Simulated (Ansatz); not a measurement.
A run of Ansatz (development build ahead of 0.2.0) on singlet BNH6 at this shape:

```csv
atom,x (Å),y (Å),z (Å)
B,-0.0009,-0.0469,-0.8981
N,0.0271,-0.0101,0.7603
H,0.0480,-1.1730,-1.2297
H,-1.0455,0.5784,-1.2845
H,0.9829,0.5596,-1.2364
H,0.0302,0.9600,1.1276
H,-0.8685,-0.4962,1.0983
H,0.7807,-0.4709,1.0640
```

Its results:

- Converged: yes
- Reference energy: -82.63957 hartree
- Correlation energy: -0.35070 hartree
- Total energy: -82.99028 hartree
- Spin squared of the determinant: 0.000

(1) Which input gives this output? Name the method, the orbitals and the basis set, and write the input.

Answers

(1) RHF-MP2 in def2-TZVP. An unrestricted run that stays on the closed shell gives the same numbers.

```yaml
crystal:
  periodic: [false, false, false]
  atoms:
    - { symbol: B, position_ang: [-0.00095, -0.04686, -0.89808] }
    - { symbol: "N", position_ang: [0.02711, -0.01006, 0.76034] }
    - { symbol: H, position_ang: [0.04797, -1.17299, -1.22974] }
    - { symbol: H, position_ang: [-1.04547, 0.57836, -1.28445] }
    - { symbol: H, position_ang: [0.98295, 0.5596, -1.23636] }
    - { symbol: H, position_ang: [0.03018, 0.95997, 1.12764] }
    - { symbol: H, position_ang: [-0.86852, -0.49624, 1.09827] }
    - { symbol: H, position_ang: [0.78073, -0.47087, 1.06403] }
basis:
  gaussian: { orbitals: def2-TZVP }
hamiltonian:
  xc: hf
correlation:
  method: mp2
  frozen_orbitals: { B: 1, H: 0, "N": 1 }
```
